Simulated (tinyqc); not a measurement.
Worked calculation: UKS/BP86 in the sto-3g basis, for BH, spin multiplicity 3. One step of it, computed by the program tinyqc.

Problem. Iteration 2: diagonalisation and new density. A level shift of 0.5 hartree raises the virtual space: F + shift (S - S D(s) S), with D(s) the density of one spin. Diagonalise F' = X^T F X, C = X C', fill 4 alpha and 2 beta electrons from the bottom; D(s) = C_occ C_occ^T; the new density keeps 0.2 of the old one (damping). Each column has its largest component positive (the first on a tie).

extrapolated F(alpha) (hartree), lower triangle:
```
            1B 1s      1B 2s     1B 2px     1B 2py     1B 2pz      2H 1s
1B 1s   -6.294290
1B 2s   -1.899842  -0.839483
1B 2px   0.000000   0.000000  -0.029824
1B 2py   0.000000   0.000000   0.010929  -0.029311
1B 2pz   0.002572  -0.005087   0.000000   0.000000  -0.075024
2H 1s   -0.346273  -0.329183   0.000000   0.000000  -0.222979  -0.298868
```

extrapolated F(beta) (hartree), lower triangle:
```
            1B 1s      1B 2s     1B 2px    1B 2py     1B 2pz      2H 1s
1B 1s   -6.265072
1B 2s   -1.880596  -0.717125
1B 2px   0.000000   0.000000   0.090872
1B 2py   0.000000   0.000000  -0.027528  0.089713
1B 2pz  -0.005345  -0.084850   0.000000  0.000000   0.049720
2H 1s   -0.343802  -0.312760   0.000000  0.000000  -0.220030  -0.279522
```

X, lower triangle:
```
            1B 1s      1B 2s    1B 2px    1B 2py     1B 2pz     2H 1s
1B 1s    1.030134
1B 2s   -0.151494   1.117922
1B 2px   0.000000   0.000000  1.000000
1B 2py   0.000000   0.000000  0.000000  1.000000
1B 2pz  -0.010797   0.093511  0.000000  0.000000   1.098059
2H 1s    0.026181  -0.272214  0.000000  0.000000  -0.286739  1.183474
```

D(alpha) after iteration 1, lower triangle:
```
            1B 1s      1B 2s     1B 2px    1B 2py    1B 2pz     2H 1s
1B 1s    1.070777
1B 2s   -0.261507   0.984053
1B 2px   0.000000   0.000000   0.509822
1B 2py   0.000000   0.000000  -0.499904  0.490178
1B 2pz   0.048845  -0.191112   0.000000  0.000000  0.678212
2H 1s   -0.032891   0.051616   0.000000  0.000000  0.222021  0.175406
```

D(beta) after iteration 1, lower triangle:
```
            1B 1s     1B 2s    1B 2px    1B 2py    1B 2pz     2H 1s
1B 1s    1.030842
1B 2s   -0.119278  0.478057
1B 2px   0.000000  0.000000  0.000000
1B 2py   0.000000  0.000000  0.000000  0.000000
1B 2pz  -0.085233  0.292486  0.000000  0.000000  0.180677
2H 1s   -0.072537  0.186702  0.000000  0.000000  0.105005  0.139002
```

overlap S, lower triangle:
```
           1B 1s     1B 2s    1B 2px    1B 2py    1B 2pz     2H 1s
1B 1s   1.000000
1B 2s   0.269328  1.000000
1B 2px  0.000000  0.000000  1.000000
1B 2py  0.000000  0.000000  0.000000  1.000000
1B 2pz  0.000000  0.000000  0.000000  0.000000  1.000000
2H 1s   0.047975  0.404273  0.000000  0.000000  0.436528  1.000000
```

Give: F' = X^T F X; orbital energies; coefficients C; F' = X^T F X; orbital energies; coefficients C; D(alpha) after iteration 2; D(beta) after iteration 2.

Solution.

F' = X^T F X (alpha) (hartree), lower triangle:
```
        1       2      3      4       5      6
1  -6.121
2  -1.037  -0.344
3   0.000   0.000  0.215
4   0.000   0.000  0.261  0.226
5  -0.028   0.159  0.000  0.000   0.156
6  -0.014  -0.309  0.000  0.000  -0.406  0.209
```

orbital energies (alpha) (hartree): MO1 -6.302, MO2 -0.345, MO3 -0.168, MO4 -0.040, MO5 0.481, MO6 0.715

coefficients C (alpha):
```
           MO1     MO2     MO3     MO4    MO5     MO6
1B 1s    0.989  -0.247   0.167   0.000  0.000   0.134
1B 2s    0.040   0.736  -0.624   0.000  0.000  -0.650
1B 2px   0.000   0.000   0.000   0.714  0.700   0.000
1B 2py   0.000   0.000   0.000  -0.700  0.714   0.000
1B 2pz   0.003   0.152   0.668   0.000  0.000  -0.910
2H 1s   -0.009   0.420   0.394   0.000  0.000   1.107
```

F' = X^T F X (beta) (hartree), lower triangle:
```
        1       2       3      4       5      6
1  -6.088
2  -1.071  -0.017
3   0.000   0.000   0.591
4   0.000   0.000  -0.028  0.590
5   0.011  -0.150   0.000  0.000   0.565
6  -0.004  -0.364   0.000  0.000  -0.356  0.246
```

orbital energies (beta) (hartree): MO1 -6.272, MO2 -0.300, MO3 0.472, MO4 0.563, MO5 0.618, MO6 0.807

coefficients C (beta):
```
           MO1     MO2     MO3    MO4     MO5     MO6
1B 1s    0.990  -0.201  -0.246  0.000   0.000  -0.069
1B 2s    0.038   0.572   0.929  0.000   0.000   0.405
1B 2px   0.000   0.000   0.000  0.700   0.715   0.000
1B 2py   0.000   0.000   0.000  0.715  -0.700   0.000
1B 2pz   0.005   0.291  -0.329  0.000   0.000   1.051
2H 1s   -0.009   0.507  -0.594  0.000   0.000  -0.974
```

D(alpha) after iteration 2, lower triangle:
```
         1B 1s   1B 2s  1B 2px  1B 2py  1B 2pz  2H 1s
1B 1s    1.068
1B 2s   -0.249   0.943
1B 2px   0.000   0.000   0.510
1B 2py   0.000   0.000  -0.500   0.490
1B 2pz   0.072  -0.282   0.000   0.000   0.511
2H 1s   -0.044   0.061   0.000   0.000   0.306  0.300
```

D(beta) after iteration 2, lower triangle:
```
         1B 1s  1B 2s  1B 2px  1B 2py  1B 2pz  2H 1s
1B 1s    1.022
1B 2s   -0.086  0.358
1B 2px   0.000  0.000   0.000
1B 2py   0.000  0.000   0.000   0.000
1B 2pz  -0.060  0.192   0.000   0.000   0.104
2H 1s   -0.103  0.269   0.000   0.000   0.139  0.233
```
